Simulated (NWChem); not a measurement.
hydrogen isocyanide (CHN); SMILES [C-]#[NH+]

```xyz
3

C      0.0000     0.0000     0.7553
N      0.0000     0.0000    -0.4288
H      0.0000     0.0000    -1.4413
```
Atoms are numbered in this order, from 1.

Program: NWChem. Pople sets run with spherical d functions. Geometry: optimised at PBE-D3(BJ)/def2-SVP. Hartree-Fock couplings suffer from near triplet instabilities. Isotropic indirect couplings, all four terms, static geometry, non-relativistic.

For level Hartree-Fock/pcJ-1:

```yaml
J(13C atom 1, 14N atom 2) (Hz): 23.0
J(13C atom 1, 1H atom 3) (Hz): 19.6
J(14N atom 2, 1H atom 3) (Hz): 115.9
```

Question: How do the values read with level B3LYP/6-31G** instead?

Answer: 
- J(13C atom 1, 14N atom 2) (Hz): 0.7
- J(13C atom 1, 1H atom 3) (Hz): 5.4
- J(14N atom 2, 1H atom 3) (Hz): 81.7
